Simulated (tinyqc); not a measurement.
Inside a calculation (part 3 of 3). Method: UHF in the sto-3g basis, for BH3, spin multiplicity 1. Computed by tinyqc, a small Python program that keeps every step (integrals from PySCF). Command: `OMP_NUM_THREADS=1 python tinyqc.py 30963 30964 out.jsonl` (the two numbers bound the seeds that draw the settings). One thread of a shared host (Intel(R) Xeon(R) Processor @ 2.60GHz), about 0.1 s of CPU time with the checks.

Geometry (angstrom):
```
atom          x          y         z
B      0.000000   0.000000  0.014000
H      1.531000   0.000000  0.000000
H     -0.766000   1.326000  0.000000
H     -0.766000  -1.326000  0.000000
```

## Iteration 2: diagonalisation and new density

F(alpha) (hartree), order 1B 1s, 1B 2s, 1B 2px, 1B 2py, 1B 2pz, 2H 1s, 3H 1s, 4H 1s:
```
[[-7.600737, -2.221575, 0.001206, 0.000034, -0.000302, -0.262354, -0.261922, -0.262001],
 [-2.221575, -1.039160, -0.001561, -0.001371, 0.001389, -0.384607, -0.380694, -0.379882],
 [0.001206, -0.001561, -0.106991, 0.000058, 0.000005, -0.332676, 0.167771, 0.167732],
 [0.000034, -0.001371, 0.000058, -0.069377, -0.107412, -0.000041, -0.271918, 0.271836],
 [-0.000302, 0.001389, 0.000005, -0.107412, 0.126873, 0.002572, -0.060572, 0.065757],
 [-0.262354, -0.384607, -0.332676, -0.000041, 0.002572, -0.260852, -0.052126, -0.052309],
 [-0.261922, -0.380694, 0.167771, -0.271918, -0.060572, -0.052126, -0.259799, -0.059034],
 [-0.262001, -0.379882, 0.167732, 0.271836, 0.065757, -0.052309, -0.059034, -0.261160]]
```

F(beta) (hartree), order 1B 1s, 1B 2s, 1B 2px, 1B 2py, 1B 2pz, 2H 1s, 3H 1s, 4H 1s:
```
[[-7.600737, -2.221575, 0.001206, -0.000034, -0.000302, -0.262354, -0.262001, -0.261922],
 [-2.221575, -1.039160, -0.001561, 0.001371, 0.001389, -0.384607, -0.379882, -0.380694],
 [0.001206, -0.001561, -0.106991, -0.000058, 0.000005, -0.332676, 0.167732, 0.167771],
 [-0.000034, 0.001371, -0.000058, -0.069377, 0.107412, 0.000041, -0.271836, 0.271918],
 [-0.000302, 0.001389, 0.000005, 0.107412, 0.126873, 0.002572, 0.065757, -0.060572],
 [-0.262354, -0.384607, -0.332676, 0.000041, 0.002572, -0.260852, -0.052309, -0.052126],
 [-0.262001, -0.379882, 0.167732, -0.271836, 0.065757, -0.052309, -0.261160, -0.059034],
 [-0.261922, -0.380694, 0.167771, 0.271918, -0.060572, -0.052126, -0.059034, -0.259799]]
```

X, order 1B 1s, 1B 2s, 1B 2px, 1B 2py, 1B 2pz, 2H 1s, 3H 1s, 4H 1s:
```
[[1.031720, -0.160742, -0.000002, 0.000000, 0.000197, 0.021690, 0.021683, 0.021683],
 [-0.160742, 1.173848, 0.000028, 0.000000, -0.001468, -0.190414, -0.190304, -0.190304],
 [-0.000002, 0.000028, 1.089952, 0.000000, 0.000000, -0.214922, 0.107456, 0.107456],
 [0.000000, 0.000000, 0.000000, 1.089843, 0.000000, 0.000000, -0.186001, 0.186001],
 [0.000197, -0.001468, 0.000000, 0.000000, 1.000015, 0.001936, 0.001935, 0.001935],
 [0.021690, -0.190414, -0.214922, 0.000000, 0.001936, 1.106368, -0.005551, -0.005551],
 [0.021683, -0.190304, 0.107456, -0.186001, 0.001935, -0.005551, 1.106265, -0.005530],
 [0.021683, -0.190304, 0.107456, 0.186001, 0.001935, -0.005551, -0.005530, 1.106265]]
```

Diagonalise F' = X^T F X, C = X C', fill 4 alpha and 4 beta electrons from the bottom; D(s) = C_occ C_occ^T. Each column has its largest component positive (the first on a tie).

F' = X^T F X (alpha) (hartree):
```
[[-7.408286, -1.193789, 0.001560, 0.000211, 0.000074, 0.008888, 0.008829, 0.008669],
 [-1.193789, -0.366447, -0.001432, -0.001362, -0.001230, -0.275711, -0.269970, -0.269310],
 [0.001560, -0.001432, 0.092742, 0.000041, 0.000014, -0.351215, 0.176851, 0.176708],
 [0.000211, -0.001362, 0.000041, 0.124110, -0.093566, -0.000022, -0.292625, 0.292412],
 [0.000074, -0.001230, 0.000014, -0.093566, 0.126904, 0.002797, -0.047443, 0.053048],
 [0.008888, -0.275711, -0.351215, -0.000022, 0.002797, -0.039021, -0.013238, -0.013348],
 [0.008829, -0.269970, 0.176851, -0.292625, -0.047443, -0.013238, -0.044540, -0.016359],
 [0.008669, -0.269310, 0.176708, 0.292412, 0.053048, -0.013348, -0.016359, -0.046004]]
```

orbital energies (alpha) (hartree): [-7.605667, -0.589759, -0.403469, -0.398100, 0.149686, 0.348944, 0.467374, 0.470450]

coefficients C (alpha), order 1B 1s, 1B 2s, 1B 2px, 1B 2py, 1B 2pz, 2H 1s, 3H 1s, 4H 1s:
```
[[0.991920, -0.223330, -0.001075, -0.000422, -0.005449, -0.240526, -0.005369, 0.000119],
 [0.030314, 0.659459, 0.006051, 0.001895, 0.021882, 1.037088, 0.023929, -0.000215],
 [-0.000200, 0.001919, 0.516012, -0.011697, -0.000091, -0.027039, 0.992882, -0.065768],
 [0.000003, 0.001502, 0.010609, 0.489874, -0.024090, -0.002737, 0.066807, 1.005887],
 [-0.000006, -0.001854, 0.004702, 0.213299, 0.973382, -0.023830, -0.005807, -0.080293],
 [-0.004390, 0.283219, 0.538015, -0.013164, -0.009539, -0.585100, -0.769594, 0.049607],
 [-0.004543, 0.279931, -0.267757, 0.474462, -0.165148, -0.600985, 0.322207, -0.662761],
 [-0.004535, 0.279529, -0.288830, -0.465250, 0.146311, -0.607139, 0.406336, 0.611184]]
```

F' = X^T F X (beta) (hartree):
```
[[-7.408286, -1.193789, 0.001560, -0.000211, 0.000074, 0.008888, 0.008669, 0.008829],
 [-1.193789, -0.366447, -0.001432, 0.001362, -0.001230, -0.275711, -0.269310, -0.269970],
 [0.001560, -0.001432, 0.092742, -0.000041, 0.000014, -0.351215, 0.176708, 0.176851],
 [-0.000211, 0.001362, -0.000041, 0.124110, 0.093566, 0.000022, -0.292412, 0.292625],
 [0.000074, -0.001230, 0.000014, 0.093566, 0.126904, 0.002797, 0.053048, -0.047443],
 [0.008888, -0.275711, -0.351215, 0.000022, 0.002797, -0.039021, -0.013348, -0.013238],
 [0.008669, -0.269310, 0.176708, -0.292412, 0.053048, -0.013348, -0.046004, -0.016359],
 [0.008829, -0.269970, 0.176851, 0.292625, -0.047443, -0.013238, -0.016359, -0.044540]]
```

orbital energies (beta) (hartree): [-7.605667, -0.589759, -0.403469, -0.398100, 0.149686, 0.348944, 0.467374, 0.470450]

coefficients C (beta), order 1B 1s, 1B 2s, 1B 2px, 1B 2py, 1B 2pz, 2H 1s, 3H 1s, 4H 1s:
```
[[0.991920, -0.223330, -0.001075, 0.000422, -0.005449, -0.240526, -0.005369, -0.000119],
 [0.030314, 0.659459, 0.006051, -0.001895, 0.021882, 1.037088, 0.023929, 0.000215],
 [-0.000200, 0.001919, 0.516012, 0.011697, -0.000091, -0.027039, 0.992882, 0.065768],
 [-0.000003, -0.001502, -0.010609, 0.489874, 0.024090, 0.002737, -0.066807, 1.005887],
 [-0.000006, -0.001854, 0.004702, -0.213299, 0.973382, -0.023830, -0.005807, 0.080293],
 [-0.004390, 0.283219, 0.538015, 0.013164, -0.009539, -0.585100, -0.769594, -0.049607],
 [-0.004535, 0.279529, -0.288830, 0.465250, 0.146311, -0.607139, 0.406336, -0.611184],
 [-0.004543, 0.279931, -0.267757, -0.474462, -0.165148, -0.600985, 0.322207, 0.662761]]
```

D(alpha) after iteration 2, order 1B 1s, 1B 2s, 1B 2px, 1B 2py, 1B 2pz, 2H 1s, 3H 1s, 4H 1s:
```
[[1.033783, -0.117216, -0.001177, -0.000550, 0.000313, -0.068178, -0.066936, -0.066418],
 [-0.117216, 0.435845, 0.004360, 0.001983, -0.000791, 0.189869, 0.183744, 0.181571],
 [-0.001177, 0.004360, 0.266409, -0.000253, -0.000072, 0.278321, -0.143177, -0.143060],
 [-0.000550, 0.001983, -0.000253, 0.240091, 0.104537, -0.000315, 0.230006, -0.230558],
 [0.000313, -0.000791, -0.000072, 0.104537, 0.045522, -0.000803, 0.099424, -0.101114],
 [-0.068178, 0.189869, 0.278321, -0.000315, -0.000803, 0.369866, -0.071002, -0.070083],
 [-0.066936, 0.183744, -0.143177, 0.230006, 0.099424, -0.071002, 0.375190, -0.065137],
 [-0.066418, 0.181571, -0.143060, -0.230558, -0.101114, -0.070083, -0.065137, 0.378037]]
```

D(beta) after iteration 2, order 1B 1s, 1B 2s, 1B 2px, 1B 2py, 1B 2pz, 2H 1s, 3H 1s, 4H 1s:
```
[[1.033783, -0.117216, -0.001177, 0.000550, 0.000313, -0.068178, -0.066418, -0.066936],
 [-0.117216, 0.435845, 0.004360, -0.001983, -0.000791, 0.189869, 0.181571, 0.183744],
 [-0.001177, 0.004360, 0.266409, 0.000253, -0.000072, 0.278321, -0.143060, -0.143177],
 [0.000550, -0.001983, 0.000253, 0.240091, -0.104537, 0.000315, 0.230558, -0.230006],
 [0.000313, -0.000791, -0.000072, -0.104537, 0.045522, -0.000803, -0.101114, 0.099424],
 [-0.068178, 0.189869, 0.278321, 0.000315, -0.000803, 0.369866, -0.070083, -0.071002],
 [-0.066418, 0.181571, -0.143060, 0.230558, -0.101114, -0.070083, 0.378037, -0.065137],
 [-0.066936, 0.183744, -0.143177, -0.230006, 0.099424, -0.071002, -0.065137, 0.375190]]
```

## Iteration 21 (converged): orbitals

converged F(alpha) (hartree), order 1B 1s, 1B 2s, 1B 2px, 1B 2py, 1B 2pz, 2H 1s, 3H 1s, 4H 1s:
```
[[-7.439225, -2.177633, -0.000002, 0.000000, -0.000216, -0.258207, -0.258011, -0.258011],
 [-2.177633, -1.014711, -0.000037, -0.000060, 0.001349, -0.374479, -0.374307, -0.374302],
 [-0.000002, -0.000037, -0.056664, 0.000035, 0.000001, -0.324648, 0.162334, 0.162336],
 [0.000000, -0.000060, 0.000035, -0.056529, -0.000040, 0.000005, -0.281045, 0.281057],
 [-0.000216, 0.001349, 0.000001, -0.000040, 0.242358, 0.001950, 0.001928, 0.001970],
 [-0.258207, -0.374479, -0.324648, 0.000005, 0.001950, -0.240703, -0.046622, -0.046627],
 [-0.258011, -0.374307, 0.162334, -0.281045, 0.001928, -0.046622, -0.240454, -0.046636],
 [-0.258011, -0.374302, 0.162336, 0.281057, 0.001970, -0.046627, -0.046636, -0.240656]]
```

converged F(beta) (hartree), order 1B 1s, 1B 2s, 1B 2px, 1B 2py, 1B 2pz, 2H 1s, 3H 1s, 4H 1s:
```
[[-7.439225, -2.177633, -0.000002, 0.000000, -0.000216, -0.258207, -0.258011, -0.258011],
 [-2.177633, -1.014711, -0.000037, 0.000060, 0.001349, -0.374479, -0.374302, -0.374307],
 [-0.000002, -0.000037, -0.056664, -0.000035, 0.000001, -0.324648, 0.162336, 0.162334],
 [0.000000, 0.000060, -0.000035, -0.056529, 0.000040, -0.000005, -0.281057, 0.281045],
 [-0.000216, 0.001349, 0.000001, 0.000040, 0.242358, 0.001950, 0.001970, 0.001928],
 [-0.258207, -0.374479, -0.324648, -0.000005, 0.001950, -0.240703, -0.046627, -0.046622],
 [-0.258011, -0.374302, 0.162336, -0.281057, 0.001970, -0.046627, -0.240656, -0.046636],
 [-0.258011, -0.374307, 0.162334, 0.281045, 0.001928, -0.046622, -0.046636, -0.240454]]
```

As before.

F' = X^T F X (alpha) (hartree):
```
[[-7.249873, -1.172447, 0.000001, 0.000010, 0.000142, 0.008353, 0.008392, 0.008390],
 [-1.172447, -0.350423, 0.000004, -0.000072, -0.001111, -0.273238, -0.273130, -0.273108],
 [0.000001, 0.000004, 0.147392, 0.000038, 0.000000, -0.356300, 0.178161, 0.178155],
 [0.000010, -0.000072, 0.000038, 0.147329, -0.000035, 0.000009, -0.308428, 0.308433],
 [0.000142, -0.001111, 0.000000, -0.000035, 0.242384, 0.002399, 0.002382, 0.002413],
 [0.008353, -0.273238, -0.356300, 0.000009, 0.002399, -0.019323, -0.008252, -0.008255],
 [0.008392, -0.273130, 0.178161, -0.308428, 0.002382, -0.008252, -0.019231, -0.008215],
 [0.008390, -0.273108, 0.178155, 0.308433, 0.002413, -0.008255, -0.008215, -0.019463]]
```

orbital energies (alpha) (hartree): [-7.444202, -0.569009, -0.375356, -0.375223, 0.242278, 0.377201, 0.511422, 0.511681]

coefficients C (alpha), order 1B 1s, 1B 2s, 1B 2px, 1B 2py, 1B 2pz, 2H 1s, 3H 1s, 4H 1s:
```
[[0.991799, -0.226670, 0.000036, -0.000046, -0.007145, -0.237903, -0.000008, -0.000069],
 [0.030679, 0.671688, -0.000137, 0.000184, 0.029570, 1.029304, 0.000058, 0.000356],
 [0.000001, 0.000094, 0.491700, -0.068315, -0.000001, -0.000246, 0.035468, 1.004782],
 [0.000000, 0.000045, 0.068202, 0.491738, 0.000013, -0.000152, 1.004609, -0.035404],
 [-0.000016, -0.001242, 0.000008, 0.000064, 0.999505, -0.032107, -0.000050, -0.000006],
 [-0.004366, 0.273947, 0.553800, -0.076900, -0.014629, -0.601037, -0.026365, -0.746463],
 [-0.004364, 0.273664, -0.210417, 0.518104, -0.014692, -0.601153, -0.633099, 0.395834],
 [-0.004364, 0.273789, -0.343683, -0.441364, -0.014564, -0.601141, 0.659240, 0.350196]]
```

F' = X^T F X (beta) (hartree):
```
[[-7.249873, -1.172447, 0.000001, -0.000010, 0.000142, 0.008353, 0.008390, 0.008392],
 [-1.172447, -0.350423, 0.000004, 0.000072, -0.001111, -0.273238, -0.273108, -0.273130],
 [0.000001, 0.000004, 0.147392, -0.000038, 0.000000, -0.356300, 0.178155, 0.178161],
 [-0.000010, 0.000072, -0.000038, 0.147329, 0.000035, -0.000009, -0.308433, 0.308428],
 [0.000142, -0.001111, 0.000000, 0.000035, 0.242384, 0.002399, 0.002413, 0.002382],
 [0.008353, -0.273238, -0.356300, -0.000009, 0.002399, -0.019323, -0.008255, -0.008252],
 [0.008390, -0.273108, 0.178155, -0.308433, 0.002413, -0.008255, -0.019463, -0.008215],
 [0.008392, -0.273130, 0.178161, 0.308428, 0.002382, -0.008252, -0.008215, -0.019231]]
```

orbital energies (beta) (hartree): [-7.444202, -0.569009, -0.375356, -0.375223, 0.242278, 0.377201, 0.511422, 0.511681]

coefficients C (beta), order 1B 1s, 1B 2s, 1B 2px, 1B 2py, 1B 2pz, 2H 1s, 3H 1s, 4H 1s:
```
[[0.991799, -0.226670, 0.000036, -0.000046, -0.007145, -0.237903, 0.000008, -0.000069],
 [0.030679, 0.671688, -0.000137, 0.000184, 0.029570, 1.029304, -0.000058, 0.000356],
 [0.000001, 0.000094, 0.491700, -0.068315, -0.000001, -0.000246, -0.035468, 1.004782],
 [0.000000, -0.000045, -0.068202, -0.491738, -0.000013, 0.000152, 1.004609, 0.035404],
 [-0.000016, -0.001242, 0.000008, 0.000064, 0.999505, -0.032107, 0.000050, -0.000006],
 [-0.004366, 0.273947, 0.553800, -0.076900, -0.014629, -0.601037, 0.026365, -0.746463],
 [-0.004364, 0.273789, -0.343683, -0.441364, -0.014564, -0.601141, -0.659240, 0.350196],
 [-0.004364, 0.273664, -0.210417, 0.518104, -0.014692, -0.601153, 0.633099, 0.395834]]
```

D(alpha) after iteration 21, order 1B 1s, 1B 2s, 1B 2px, 1B 2py, 1B 2pz, 2H 1s, 3H 1s, 4H 1s:
```
[[1.035045, -0.121824, 0.000000, -0.000030, 0.000266, -0.066402, -0.066391, -0.066380],
 [-0.121824, 0.452107, -0.000017, 0.000111, -0.000835, 0.183783, 0.183807, 0.183733],
 [0.000000, -0.000017, 0.246436, -0.000058, -0.000001, 0.277583, -0.138830, -0.138811],
 [-0.000030, 0.000111, -0.000058, 0.246458, 0.000032, -0.000032, 0.240433, -0.240463],
 [0.000266, -0.000835, -0.000001, 0.000032, 0.000002, -0.000341, -0.000308, -0.000371],
 [-0.066402, 0.183783, 0.277583, -0.000032, -0.000341, 0.387674, -0.081382, -0.081368],
 [-0.066391, 0.183807, -0.138830, 0.240433, -0.000308, -0.081382, 0.387617, -0.081411],
 [-0.066380, 0.183733, -0.138811, -0.240463, -0.000371, -0.081368, -0.081411, 0.387900]]
```

D(beta) after iteration 21, order 1B 1s, 1B 2s, 1B 2px, 1B 2py, 1B 2pz, 2H 1s, 3H 1s, 4H 1s:
```
[[1.035045, -0.121824, 0.000000, 0.000030, 0.000266, -0.066402, -0.066380, -0.066391],
 [-0.121824, 0.452107, -0.000017, -0.000111, -0.000835, 0.183783, 0.183733, 0.183807],
 [0.000000, -0.000017, 0.246436, 0.000058, -0.000001, 0.277583, -0.138811, -0.138830],
 [0.000030, -0.000111, 0.000058, 0.246458, -0.000032, 0.000032, 0.240463, -0.240433],
 [0.000266, -0.000835, -0.000001, -0.000032, 0.000002, -0.000341, -0.000371, -0.000308],
 [-0.066402, 0.183783, 0.277583, 0.000032, -0.000341, 0.387674, -0.081368, -0.081382],
 [-0.066380, 0.183733, -0.138811, 0.240463, -0.000371, -0.081368, 0.387900, -0.081411],
 [-0.066391, 0.183807, -0.138830, -0.240433, -0.000308, -0.081382, -0.081411, 0.387617]]
```

## Convergence

Stop when the energy changes by less than 1e-08 hartree and every element of the error matrix X^T (F D S - S D F) X (for each spin) is below 3e-05.

Course of the cycle:
```
iteration   E (hartree)     change  largest element of the error matrix
1          -25.31567770          -                             2.37e-01
2          -25.81353486  -4.98e-01                             6.09e-02
3          -25.87808934  -6.46e-02                             2.96e-02
4          -25.89089953  -1.28e-02                             1.92e-02
5          -25.89577122  -4.87e-03                             1.23e-02
6          -25.89775536  -1.98e-03                             8.01e-03
7          -25.89859168  -8.36e-04                             5.21e-03
8          -25.89894601  -3.54e-04                             3.40e-03
9          -25.89909660  -1.51e-04                             2.22e-03
10         -25.89916070  -6.41e-05                             1.45e-03
11         -25.89918801  -2.73e-05                             9.43e-04
12         -25.89919966  -1.17e-05                             6.15e-04
13         -25.89920465  -4.99e-06                             4.01e-04
14         -25.89920679  -2.14e-06                             2.62e-04
15         -25.89920771  -9.24e-07                             1.71e-04
16         -25.89920812  -4.03e-07                             1.12e-04
17         -25.89920830  -1.78e-07                             7.29e-05
18         -25.89920838  -8.09e-08                             4.76e-05
19         -25.89920841  -3.79e-08                             3.11e-05
20         -25.89920843  -1.86e-08                             2.03e-05
21         -25.89920844  -9.66e-09                             1.33e-05
```

PySCF UHF in the same basis, after a stability check = -25.89920846 hartree

Converged in 21 iterations.

## Populations, bond orders and dipole

overlap S, order 1B 1s, 1B 2s, 1B 2px, 1B 2py, 1B 2pz, 2H 1s, 3H 1s, 4H 1s:
```
[[1.000000, 0.269328, 0.000000, 0.000000, 0.000000, 0.030973, 0.030949, 0.030949],
 [0.269328, 1.000000, 0.000000, 0.000000, 0.000000, 0.316773, 0.316630, 0.316630],
 [0.000000, 0.000000, 1.000000, 0.000000, 0.000000, 0.362447, -0.181236, -0.181236],
 [0.000000, 0.000000, 0.000000, 1.000000, 0.000000, 0.000000, 0.313732, -0.313732],
 [0.000000, 0.000000, 0.000000, 0.000000, 1.000000, -0.003314, -0.003312, -0.003312],
 [0.030973, 0.316773, 0.362447, 0.000000, -0.003314, 1.000000, 0.037008, 0.037008],
 [0.030949, 0.316630, -0.181236, 0.313732, -0.003312, 0.037008, 1.000000, 0.037027],
 [0.030949, 0.316630, -0.181236, -0.313732, -0.003312, 0.037008, 0.037027, 1.000000]]
```

Mulliken: Z minus the diagonal of D S on the atom; Loewdin: the same with S^(1/2) D S^(1/2); Mayer order: 2 sum_s sum (D(s) S)_ij (D(s) S)_ji over the two atoms.

Charges (e):
```
atom   Mulliken    Loewdin  Mulliken spin
1B     0.230691   0.229191              0
2H    -0.076844  -0.076344              0
3H    -0.076924  -0.076423      -0.000266
4H    -0.076924  -0.076423       0.000266
```

Mayer bond orders:
```
pair     order
2-1   0.961119
3-1   0.961104
3-2   0.016488
4-1   0.961104
4-2   0.016488
4-3   0.016491
```

dipole moment about the origin, x y z (debye): [0.000982, 0.000000, 0.032924]

<S^2> of the determinant (pure state: 0) = 1.30e-07
